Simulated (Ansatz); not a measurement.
The first iterations of a band of AlClFH$_{2}$ (5 atoms, charge 0, multiplicity 2).

Level of theory: Ansatz 0.2.0, UKS LDA/def2-SVP.

- movable images: 5
- climbing image: yes
- spring: 5.0 eV/Å²
- optimiser: quadratic models (default)
- start path: through a guess of the saddle point
- force threshold: 0.05 eV/Å
- iteration limit: 60
- end points: relaxed

Initial state:

```xyz
5
Properties=species:S:1:pos:R:3
Al -0.059 0.108 0.991
F -0.791 1.561 1.304
H 0.987 0.124 -0.332
H -0.603 -0.654 -0.414
Cl 0.467 -1.139 2.570
```

Final state:

```xyz
5
Properties=species:S:1:pos:R:3
Al -0.028 0.149 -0.039
F 0.026 -0.136 1.613
H 1.239 0.895 -0.641
H -1.339 -0.366 -0.774
Cl 0.102 -0.542 3.961
```

| iteration | highest image above the first end (eV) | largest band force component (eV/Å) |
| --- | --- | --- |
| 1 | 4.582 | 16.112 |
| 2 | 3.372 | 6.617 |
| 3 | 2.771 | 3.651 |
| 4 | 2.789 | 3.449 |
| 5 | 2.626 | 2.808 |
| 6 | 2.324 | 2.005 |

Q: Does the band converge within its limit, and where does its top end?

A: It converged. It ended after 18 iterations with the highest image 2.224 eV above the first end. The highest image is an end point: on this band no image between the ends rises above it. A vibrational analysis next to that end finds imaginary modes (69i, 57i cm⁻¹), so it isn't a minimum.

Time of the run: 2.1 min on 1 thread of Arm Neoverse V1, on a shared host, peak memory 0.12 GiB.
